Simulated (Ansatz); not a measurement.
A calculation with Ansatz (development build ahead of 0.2.0).

```yaml
crystal:
  periodic: [false, false, false]
  atoms:
    - { symbol: S, position_ang: [0.0, 0.0, -0.0957] }
    - { symbol: H, position_ang: [0.0, 0.8938, 0.76557] }
    - { symbol: H, position_ang: [0.0, -0.8938, 0.76557] }
basis:
  gaussian: { orbitals: cc-pVTZ }
hamiltonian:
  xc: hf
correlation:
  method: mp2
  frozen_orbitals: { H: 0, S: 5 }
```

The input is written out in the form of the current development build from the run's settings.

The run gave:

* Converged: yes
* Reference energy: -398.70302 hartree
* Correlation energy: -0.18995 hartree
* Total energy: -398.89297 hartree
* Spin squared of the determinant: 0.000
